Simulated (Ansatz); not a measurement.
```yaml
crystal:
  periodic: [false, false, false]
  atoms:
    - {symbol: C, position_ang: [-1.097307, -0.096015, -0.469592]}
    - {symbol: P, position_ang: [0.494739, 0.033850, 0.242712]}
    - {symbol: H, position_ang: [-1.846582, 0.642653, -0.231677]}
    - {symbol: H, position_ang: [-1.474224, -1.066396, -0.752334]}
    - {symbol: H, position_ang: [1.193184, 0.527680, -0.878771]}
basis:
  gaussian: {orbitals: def2-TZVP}
magnetization: {spin_polarized: true, initial_magnetization: 2}
hamiltonian: {xc: pbe0}
relax: {f_tol: 0.004, max_steps: 80}
```

```sh
$ ansatz run in.yaml --threads 1 --pin off --events-out ev --progress --plain --max-ram 2176MiB
```

Steps of the relaxation (energy above the last step; positions in Å, forces in eV/Å):

```
5
step 1, 31.4 meV
C    -1.097   -0.096   -0.470   -0.200   -0.097    0.176
P     0.495    0.034    0.243    0.278   -0.065    0.412
H    -1.847    0.643   -0.232   -0.222    0.225   -0.071
H    -1.474   -1.066   -0.752   -0.126   -0.216   -0.205
H     1.193    0.528   -0.879    0.270    0.154   -0.313
```

```
5
step 2, 4.3 meV
C    -1.115   -0.125   -0.386   -0.286   -0.014   -0.158
P     0.519    0.036    0.252    0.048   -0.074    0.276
H    -1.856    0.668   -0.265    0.150   -0.175   -0.024
H    -1.477   -1.072   -0.795    0.068    0.202    0.090
H     1.199    0.534   -0.896    0.021    0.061   -0.184
```

```
5
step 3, 0.7 meV
C    -1.113   -0.122   -0.394   -0.125   -0.015   -0.039
P     0.518    0.034    0.259    0.065   -0.016    0.100
H    -1.853    0.663   -0.264    0.039   -0.037   -0.016
H    -1.476   -1.067   -0.791    0.019    0.051    0.011
H     1.192    0.534   -0.900    0.002    0.018   -0.057
```

```
5
step 4, 0.0 meV
C    -1.114   -0.125   -0.388    0.017    0.001    0.009
P     0.522    0.033    0.266   -0.002    0.001   -0.004
H    -1.849    0.666   -0.268   -0.004   -0.011   -0.007
H    -1.471   -1.065   -0.796   -0.009    0.010    0.000
H     1.182    0.533   -0.904   -0.003   -0.001    0.002
```

```
5
step 6, 0.0 meV
C    -1.113   -0.125   -0.387    0.000    0.000    0.000
P     0.522    0.033    0.266    0.000    0.000    0.000
H    -1.849    0.665   -0.269    0.000    0.000    0.000
H    -1.472   -1.064   -0.796    0.000    0.000    0.000
H     1.182    0.533   -0.904    0.000    0.000    0.000
```

Close pairs at the end: C1–H3 1.086 Å, C1–H4 1.086 Å, P2–H5 1.433 Å, C1–P2 1.768 Å.

A stationary point of unrestricted PBE0 after 6 steps, with ⟨S²⟩ = 2.011 against 2.00 for a pure state; no frequencies were run, so it isn't proven a minimum. 8 s on 1 thread of Intel Xeon 6975P-C, shared host.
